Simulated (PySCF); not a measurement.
Boron: a sound run and one with changed settings

Sound run: B [He] 2s2 2p1, B⁺ [He] 2s2. All numbers are calculated (PySCF 2.14, scalar relativity by spin-free X2C-1e, in jorge-DZP-DKH (4s2p1d, 15 functions)). The sound run starts from symmetry-adapted Hartree-Fock orbitals and uses a fine grid where one is needed.

Changed run: initial guess atom, at most 2 SCF cycles. This setting is unsound on purpose.

```tsv
species	method	sound run (hartree)	changed run (hartree)	converged
B	UHF	-24.53694	-24.53286	no
B	PBE0	-24.62319	-24.62305	no
B	M06-2X	-24.65566	-24.65538	no
B⁺	UHF	-24.24193	-24.24153	no
B⁺	PBE0	-24.30586	-24.30583	no
B⁺	M06-2X	-24.34992	-24.34990	no
```

The SCF was stopped early; the energies are upper bounds that still move, and correlated levels were skipped or rest on poor orbitals.
